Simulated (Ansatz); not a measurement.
Basis-set extrapolation for C2H4N2O (`N=C=C(N)O`) (PBE0-D4/def2-TZVP geometry, frozen core, Ansatz 0.2.0). Multiplicity 1, RHF reference.

```
                      def2-TZVPP   def2-QZVPP
                 HF  -261.854844  -261.866801
    MP2 correlation    -0.955685    -1.024393
CCSD(T) correlation    -1.017730      not run
```

Energies in hartree. Use E(X) = E(∞) + A·exp(−7.88·√X) for Hartree–Fock and E(X) = E(∞) + B·X^(−2.97) for correlation, with X = 3 and 4, and add CCSD(T) minus MP2 of the smaller set to the MP2 limit.

Problem. What is the CCSD(T) energy at the basis-set limit?

Solution. HF limit: -261.866801 + (-0.011957) × 0.13774 = -261.86845. MP2 limit: -1.024393 + (-0.068708) × 0.74074 = -1.07529. Higher-order term: -1.017730 − (-0.955685) = -0.06205. Total: -263.00579 hartree, 3.62 eV below CCSD(T)/def2-TZVPP.
